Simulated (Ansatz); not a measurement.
Worked example: correlation energy of C4H10, singlet

Geometry: MP2(full)/6-31G*, from the G2/97 set.

```xyz
14

C     0.7026    1.8209    0.0000
C     0.7026    0.2963    0.0000
C    -0.7026   -0.2963    0.0000
C    -0.7026   -1.8209    0.0000
H     1.7198    2.2223    0.0000
H    -1.7198   -2.2223    0.0000
H     0.1882    2.2104    0.8836
H     0.1882    2.2104   -0.8836
H    -0.1882   -2.2104    0.8836
H    -0.1882   -2.2104   -0.8836
H     1.2477   -0.0727   -0.8776
H     1.2477   -0.0727    0.8776
H    -1.2477    0.0727   -0.8776
H    -1.2477    0.0727    0.8776
```

Basis cc-pVDZ; Ansatz 0.2.0. Only valence electrons are correlated (noble-gas cores frozen), which leaves 26 electrons in 102 orbitals. R marks a restricted (for open shells ROHF) determinant.

Full CI isn't at hand for all of this; RCCSDT(Q) serves as the reference, and is uncertain by about the last step of the cluster series.

Runs differ by some tens of microhartree through their thresholds, so steps under 0.03 kcal/mol mean nothing.

```csv
level,total energy (hartree)
RHF,-157.309978
RMP2,-157.898341
RCCSD,-157.960954
RCCSD(T),-157.979036
RCCSDT,-157.980062
RCCSDT(Q),-157.980996
```

Problem. What is the correlation energy at RCCSDT(Q), and what share of it do RMP2 and RCCSD(T) recover?

Solution. E(corr) = -157.980996 − (-157.309978) = -0.671018 hartree = -18.259 eV. RMP2: -0.588363 / -0.671018 = 87.68 %. RCCSD(T): -0.669058 / -0.671018 = 99.71 %.

Problem. By how many kcal/mol does RCCSD(T) miss RCCSDT(Q) (1 hartree = 627.509 kcal/mol), and which steps make up the rest?

Solution. -157.979036 − (-157.980996) = 0.001960 hartree = 1.23 kcal/mol. Steps: RCCSDT − RCCSD(T) = -0.64, RCCSDT(Q) − RCCSDT = -0.59 kcal/mol. Differences between like states or geometries often cancel part of this.
